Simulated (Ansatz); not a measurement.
Computed with r2SCAN-D4/def2-SVP (Ansatz, a program for electronic structure). No frequencies were computed at this level.

Ansatz 0.2 input:
```yaml
crystal:
  periodic: [false, false, false]
  atoms:
    - { symbol: C, position_ang: [-0.013345, -0.033436, -0.019028] }
    - { symbol: O, position_ang: [1.291066, 0.000589, -0.152091] }
    - { symbol: H, position_ang: [-0.297767, 0.023569, 1.058003] }
    - { symbol: H, position_ang: [-0.470317, 0.910372, -0.399145] }
    - { symbol: H, position_ang: [-0.509636, -0.901094, -0.487739] }
basis:
  gaussian: { orbitals: def2-svp }
hamiltonian:
  xc: r2scan
  dispersion: d4
relax:
  max_steps: 150
magnetization:
  spin_polarized: true
  initial_magnetization: 1
```

Output:

```
Functional definition: r2SCAN
475 factors; their error is unknown
mean field evaluation 1: about -3123.7617 eV, gradient 2.4e1 eV
mean field evaluation 2: about -3122.8813 eV, gradient 2.8e1 eV
mean field evaluation 4: about -3126.4489 eV, gradient 2.1e0 eV
mean field evaluation 8: about -3126.4531 eV, gradient 1.7e-2 eV
mean field evaluation 16: about -3126.4531 eV, gradient 2.1e-4 eV
mean field evaluation 32: about -3126.3856 eV, gradient 1.9e-1 eV
mean field -3126.45305875 eV, -114.8950307232 hartree, gradient 4.9e-6 eV, S^2 0.754656; 3 other end points of the search recorded, 0 dependent functions left out
reference -3126.45306529 eV, -114.8950309635 hartree; 9, 8 occupied and 34, 35 virtual orbitals, 475 factors
relax step   1: F+E_penalty+E_count = -3126.46056205 eV  Δ(F+E_penalty+E_count) = +0.000e0 eV  max|allowed force component| = 1.601e0 eV/Å  Δτ_max = 0.0000 Å  (100 SCF iters, accepted)
these checks for a lower state are left out or cut short: starts, cluster_reference, orbital_swaps, neighbouring_geometries, increment
475 factors; their error is unknown
mean field -3126.47995720 eV, -114.8960192229 hartree, gradient 4.9e-6 eV, S^2 0.754543; 0 other end points of the search recorded, 0 dependent functions left out
reference -3126.47996374 eV, -114.8960194631 hartree; 9, 8 occupied and 34, 35 virtual orbitals, 475 factors
relax step   2: F+E_penalty+E_count = -3126.48746397 eV  Δ(F+E_penalty+E_count) = -2.690e-2 eV  max|allowed force component| = 6.539e-1 eV/Å  Δτ_max = 0.0221 Å  (49 SCF iters, accepted)
these checks for a lower state are left out or cut short: starts, cluster_reference, orbital_swaps, neighbouring_geometries, increment
475 factors; their error is unknown
mean field evaluation 64: about -3126.4859 eV, gradient 2.8e-5 eV
mean field -3126.48589625 eV, -114.8962374788 hartree, gradient 1.8e-6 eV, S^2 0.754402; 0 other end points of the search recorded, 0 dependent functions left out
reference -3126.48590277 eV, -114.8962377186 hartree; 9, 8 occupied and 34, 35 virtual orbitals, 475 factors
relax step   3: F+E_penalty+E_count = -3126.49339911 eV  Δ(F+E_penalty+E_count) = -5.935e-3 eV  max|allowed force component| = 2.511e-1 eV/Å  Δτ_max = 0.0096 Å  (81 SCF iters, accepted)
these checks for a lower state are left out or cut short: starts, cluster_reference, orbital_swaps, neighbouring_geometries, increment
475 factors; their error is unknown
mean field -3126.47256564 eV, -114.8957475881 hartree, gradient 9.7e-8 eV, S^2 0.754160; 0 other end points of the search recorded, 0 dependent functions left out
reference -3126.47257212 eV, -114.8957478260 hartree; 9, 8 occupied and 34, 35 virtual orbitals, 475 factors
relax step   4: F+E_penalty+E_count = -3126.48005487 eV  Δ(F+E_penalty+E_count) = +1.334e-2 eV  max|allowed force component| = 5.849e-1 eV/Å  Δτ_max = 0.0290 Å  (97 SCF iters, rejected (line search))
these checks for a lower state are left out or cut short: starts, cluster_reference, orbital_swaps, neighbouring_geometries, increment
475 factors; their error is unknown
mean field evaluation 96: about -3126.4868 eV, gradient 2.9e-5 eV
mean field -3126.48684493 eV, -114.8962723422 hartree, gradient 1.1e-6 eV, S^2 0.754305; 0 other end points of the search recorded, 0 dependent functions left out
reference -3126.48685144 eV, -114.8962725815 hartree; 9, 8 occupied and 34, 35 virtual orbitals, 475 factors
relax step   5: F+E_penalty+E_count = -3126.49434210 eV  Δ(F+E_penalty+E_count) = -9.430e-4 eV  max|allowed force component| = 5.110e-2 eV/Å  Δτ_max = 0.0071 Å  (85 SCF iters, accepted)
these checks for a lower state are left out or cut short: starts, cluster_reference, orbital_swaps, neighbouring_geometries, increment
475 factors; their error is unknown
mean field -3126.48696024 eV, -114.8962765800 hartree, gradient 6.6e-6 eV, S^2 0.754297; 0 other end points of the search recorded, 0 dependent functions left out
reference -3126.48696675 eV, -114.8962768192 hartree; 9, 8 occupied and 34, 35 virtual orbitals, 475 factors
relax step   6: F+E_penalty+E_count = -3126.49445660 eV  Δ(F+E_penalty+E_count) = -1.145e-4 eV  max|allowed force component| = 4.708e-2 eV/Å  Δτ_max = 0.0018 Å  (41 SCF iters, accepted)
these checks for a lower state are left out or cut short: starts, cluster_reference, orbital_swaps, neighbouring_geometries, increment
475 factors; their error is unknown
mean field evaluation 128: about -3126.4877 eV, gradient 1.7e-5 eV
mean field -3126.48773366 eV, -114.8963050027 hartree, gradient 9.9e-6 eV, S^2 0.754259; 0 other end points of the search recorded, 0 dependent functions left out
reference -3126.48774016 eV, -114.8963052415 hartree; 9, 8 occupied and 34, 35 virtual orbitals, 475 factors
relax step   7: F+E_penalty+E_count = -3126.49522572 eV  Δ(F+E_penalty+E_count) = -7.691e-4 eV  max|allowed force component| = 1.731e-1 eV/Å  Δτ_max = 0.0116 Å  (51 SCF iters, accepted)
these checks for a lower state are left out or cut short: starts, cluster_reference, orbital_swaps, neighbouring_geometries, increment
475 factors; their error is unknown
mean field -3125.92164844 eV, -114.8755017543 hartree, gradient 1.5e-5 eV, S^2 0.753650; 0 other end points of the search recorded, 0 dependent functions left out
reference -3125.92165486 eV, -114.8755019904 hartree; 9, 8 occupied and 34, 35 virtual orbitals, 475 factors
relax step   8: F+E_penalty+E_count = -3125.92906005 eV  Δ(F+E_penalty+E_count) = +5.662e-1 eV  max|allowed force component| = 3.334e0 eV/Å  Δτ_max = 0.1950 Å  (46 SCF iters, rejected (line search))
these checks for a lower state are left out or cut short: starts, cluster_reference, orbital_swaps, neighbouring_geometries, increment
475 factors; their error is unknown
mean field -3126.48807855 eV, -114.8963176770 hartree, gradient 1.3e-6 eV, S^2 0.754263; 0 other end points of the search recorded, 0 dependent functions left out
reference -3126.48808505 eV, -114.8963179158 hartree; 9, 8 occupied and 34, 35 virtual orbitals, 475 factors
relax step   9: F+E_penalty+E_count = -3126.49557056 eV  Δ(F+E_penalty+E_count) = -3.448e-4 eV  max|allowed force component| = 1.733e-1 eV/Å  Δτ_max = 0.0023 Å  (80 SCF iters, accepted)
these checks for a lower state are left out or cut short: starts, cluster_reference, orbital_swaps, neighbouring_geometries, increment
475 factors; their error is unknown
mean field evaluation 160: about -3126.3852 eV, gradient 8.3e-5 eV
mean field -3126.38519586 eV, -114.8925368080 hartree, gradient 1.5e-5 eV, S^2 0.754321; 0 other end points of the search recorded, 0 dependent functions left out
reference -3126.38520238 eV, -114.8925370473 hartree; 9, 8 occupied and 34, 35 virtual orbitals, 475 factors
relax step  10: F+E_penalty+E_count = -3126.39267697 eV  Δ(F+E_penalty+E_count) = +1.029e-1 eV  max|allowed force component| = 1.540e0 eV/Å  Δτ_max = 0.0977 Å  (50 SCF iters, rejected (line search))
these checks for a lower state are left out or cut short: starts, cluster_reference, orbital_swaps, neighbouring_geometries, increment
475 factors; their error is unknown
mean field -3126.48150000 eV, -114.8960759199 hartree, gradient 2.7e-7 eV, S^2 0.754066; 0 other end points of the search recorded, 0 dependent functions left out
reference -3126.48150646 eV, -114.8960761572 hartree; 9, 8 occupied and 34, 35 virtual orbitals, 475 factors
relax step  11: F+E_penalty+E_count = -3126.48898176 eV  Δ(F+E_penalty+E_count) = +6.589e-3 eV  max|allowed force component| = 7.362e-1 eV/Å  Δτ_max = 0.0324 Å  (101 SCF iters, rejected (line search))
these checks for a lower state are left out or cut short: starts, cluster_reference, orbital_swaps, neighbouring_geometries, increment
475 factors; their error is unknown
mean field evaluation 192: about -3126.4922 eV, gradient 5.2e-2 eV
mean field -3126.49219665 eV, -114.8964690142 hartree, gradient 1.4e-6 eV, S^2 0.754249; 0 other end points of the search recorded, 0 dependent functions left out
reference -3126.49220313 eV, -114.8964692526 hartree; 9, 8 occupied and 34, 35 virtual orbitals, 475 factors
relax step  12: F+E_penalty+E_count = -3126.49968726 eV  Δ(F+E_penalty+E_count) = -4.117e-3 eV  max|allowed force component| = 1.786e-1 eV/Å  Δτ_max = 0.0162 Å  (89 SCF iters, accepted)
these checks for a lower state are left out or cut short: starts, cluster_reference, orbital_swaps, neighbouring_geometries, increment
475 factors; their error is unknown
mean field -3126.47067148 eV, -114.8956779791 hartree, gradient 7.7e-6 eV, S^2 0.754340; 0 other end points of the search recorded, 0 dependent functions left out
reference -3126.47067799 eV, -114.8956782181 hartree; 9, 8 occupied and 34, 35 virtual orbitals, 475 factors
relax step  13: F+E_penalty+E_count = -3126.47816341 eV  Δ(F+E_penalty+E_count) = +2.152e-2 eV  max|allowed force component| = 5.882e-1 eV/Å  Δτ_max = 0.0480 Å  (57 SCF iters, rejected (line search))
these checks for a lower state are left out or cut short: starts, cluster_reference, orbital_swaps, neighbouring_geometries, increment
475 factors; their error is unknown
mean field evaluation 224: about -3126.4890 eV, gradient 1.2e-1 eV
mean field -3126.48992771 eV, -114.8963856324 hartree, gradient 7.1e-6 eV, S^2 0.754417; 0 other end points of the search recorded, 0 dependent functions left out
reference -3126.48993420 eV, -114.8963858710 hartree; 9, 8 occupied and 34, 35 virtual orbitals, 475 factors
relax step  14: F+E_penalty+E_count = -3126.49743139 eV  Δ(F+E_penalty+E_count) = +2.256e-3 eV  max|allowed force component| = 2.424e-1 eV/Å  Δτ_max = 0.0240 Å  (57 SCF iters, rejected (line search))
these checks for a lower state are left out or cut short: starts, cluster_reference, orbital_swaps, neighbouring_geometries, increment
475 factors; their error is unknown
mean field evaluation 256: about -3126.4946 eV, gradient 8.1e-6 eV
mean field -3126.49463721 eV, -114.8965587034 hartree, gradient 1.6e-6 eV, S^2 0.754314; 0 other end points of the search recorded, 0 dependent functions left out
reference -3126.49464370 eV, -114.8965589418 hartree; 9, 8 occupied and 34, 35 virtual orbitals, 475 factors
relax step  15: F+E_penalty+E_count = -3126.50213283 eV  Δ(F+E_penalty+E_count) = -2.446e-3 eV  max|allowed force component| = 3.840e-2 eV/Å  Δτ_max = 0.0117 Å  (79 SCF iters, accepted)
these checks for a lower state are left out or cut short: starts, cluster_reference, orbital_swaps, neighbouring_geometries, increment
475 factors; their error is unknown
mean field -3126.49479880 eV, -114.8965646416 hartree, gradient 1.1e-5 eV, S^2 0.754322; 0 other end points of the search recorded, 0 dependent functions left out
reference -3126.49480529 eV, -114.8965648799 hartree; 9, 8 occupied and 34, 35 virtual orbitals, 475 factors
relax step  16: F+E_penalty+E_count = -3126.50229422 eV  Δ(F+E_penalty+E_count) = -1.614e-4 eV  max|allowed force component| = 3.190e-2 eV/Å  Δτ_max = 0.0064 Å  (53 SCF iters, accepted)
these checks for a lower state are left out or cut short: starts, cluster_reference, orbital_swaps, neighbouring_geometries, increment
475 factors; their error is unknown
mean field evaluation 288: about -3126.4949 eV, gradient 2.4e-6 eV
mean field -3126.49487159 eV, -114.8965673165 hartree, gradient 2.9e-6 eV, S^2 0.754313; 0 other end points of the search recorded, 0 dependent functions left out
reference -3126.49487807 eV, -114.8965675549 hartree; 9, 8 occupied and 34, 35 virtual orbitals, 475 factors
relax step  17: F+E_penalty+E_count = -3126.50236703 eV  Δ(F+E_penalty+E_count) = -7.281e-5 eV  max|allowed force component| = 5.197e-3 eV/Å  Δτ_max = 0.0020 Å  (49 SCF iters, accepted)
475 factors; their error is unknown
mean field evaluation 320: about -3126.2889 eV, gradient 3.4e-1 eV
mean field -3126.49487159 eV, -114.8965673165 hartree, gradient 2.9e-6 eV, S^2 0.754313; 4 other end points of the search recorded, 0 dependent functions left out
reference -3126.49487807 eV, -114.8965675549 hartree; 9, 8 occupied and 34, 35 virtual orbitals, 475 factors
Total energy: -3126.50237352 eV, -114.8968430074 hartree
Atom 0 at    -0.027263     0.000908    -0.041400 Å, force    -0.005197     0.003855     0.002089 eV/Å
Atom 1 at     1.320091    -0.012636    -0.117894 Å, force    -0.000705    -0.000520    -0.001194 eV/Å
Atom 2 at    -0.266572    -0.016096     1.051241 Å, force     0.000603    -0.000113    -0.001036 eV/Å
Atom 3 at    -0.502757     0.929248    -0.429186 Å, force     0.003132     0.001226     0.000769 eV/Å
Atom 4 at    -0.523498    -0.901424    -0.462760 Å, force     0.002167    -0.004448    -0.000628 eV/Å
Dipole moment:    -0.410423     0.003208     0.083027 e Å
```

Cost: roughly 50 core-seconds.
